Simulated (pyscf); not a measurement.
H₂P–GaH₂ + silane (SiH₄) -> H₃Si–PH–GaH₂ + hydrogen (H₂), a four-centre exchange (singlet surface; H–P, H–Si broken, P–Si, H–H formed). PySCF, gas phase, ωB97X-D3(BJ)/def2-SVP geometries. Energies in eV from the separated reactants.

Small-basis levels: PySCF, no dispersion term, spherical d functions. AM1 to PM7: differences of heats of formation from MOPAC, which are fitted to 298 K values and so differ in kind from electronic energies by zero-point and thermal terms. GFN2-xTB: tblite. Cost: rough CPU time at the saddle relative to B3LYP/6-31G*+LANL2DZ, from one job on a shared machine.

| level | barrier | reaction energy | cost |
|---|---|---|---|
| HF/3-21G | ? | +0.11 | 0.09 |
| HF/6-31G*+LANL2DZ | 4.00 | +0.25 | 0.10 |
| SVWN5/6-31G*+LANL2DZ | 1.99 | -0.15 | 0.9 |
| BP86/6-31G*+LANL2DZ | 2.53 | -0.06 | 1 |
| B3LYP/6-31G*+LANL2DZ | 2.94 | +0.05 | 1 |
| M06-2X/6-31G*+LANL2DZ | 2.89 | -0.09 | 2 |
| B3LYP/6-311+G**+LANL2DZ | 2.87 | +0.11 | 2 |
| PBE/def2-SVP | 2.31 | -0.04 | 2 |
| B3LYP/def2-SVP | ? | +0.13 | 2 |
| GFN2-xTB | 2.18 | +0.53 | under 0.02 |
| PM3 | 1.69 | -0.95 | under 0.02 |
| PM6 | -1.16 | -6.37 | under 0.02 |
| ωB97M-D3(BJ)/def2-TZVP | ? | -0.05 | – |

### Question
Complete the blanks.

### Answer

- HF/3-21G, barrier: 3.85
- B3LYP/def2-SVP, barrier: 2.84
- ωB97M-D3(BJ)/def2-TZVP, barrier: 2.82

Against the last row the barrier runs from -3.97 (PM6) to +1.19 eV (HF/6-31G*+LANL2DZ). At PM6 this geometry lies under one side, so the entry may be no barrier of that level: it is a single point on another level's saddle. ωB97M-D3(BJ)/def2-TZVP has limits of its own. One saddle was located; it need not be the lowest between these sides. In the def2 sets elements up to Kr have no core potential.
